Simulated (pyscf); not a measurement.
PH₃ + borane (BH₃) -> PH₃ + borane (BH₃) (four-centre exchange; singlet surface; H–P, B–H broken, H–P, B–H formed). Structures and frequencies: ωB97X-D3(BJ)/def2-SVP in PySCF. Correlated levels are frozen-core, on RHF or UHF. ΔMP2 is the change of the MP2 total energy from the triple- to the quadruple-zeta basis. Energies in kJ/mol from the separated reactants.

```json
[
 {"level": "ωB97X-D3(BJ)/def2-TZVP", "barrier": "47.4", "reaction energy": "0.0"},
 {"level": "PBE/def2-TZVP", "barrier": "10.3", "reaction energy": "0.0"},
 {"level": "M06-2X/def2-TZVP", "barrier": "49.1", "reaction energy": "0.0"},
 {"level": "ωB97M-D3(BJ)/def2-TZVP", "barrier": "[?]", "reaction energy": "0.0"},
 {"level": "HF/def2-TZVP", "barrier": "153.7", "reaction energy": "0.0"},
 {"level": "CCSD(T)/def2-TZVPP", "barrier": "61.4", "reaction energy": "0.0"},
 {"level": "CCSD(T)/def2-TZVPP + ΔMP2(QZVPP)", "barrier": "[?]", "reaction energy": "0.0"}
]
```

Question: Fill in the missing entries.

Answer: 
- ωB97M-D3(BJ)/def2-TZVP, barrier: 47.1
- CCSD(T)/def2-TZVPP + ΔMP2(QZVPP), barrier: 58.5

Of the functionals in the table, M06-2X is closest to CCSD(T)/def2-TZVPP + ΔMP2(QZVPP) in the barrier (9.4 kJ/mol apart) and PBE least close (48.2 kJ/mol); that level has limits of its own. At the saddle there is also a short B–P contact that neither side keeps. One saddle was located; it need not be the lowest between these sides. The CCSD(T) − MP2 part came from Ansatz, without density fitting, on the same reference.
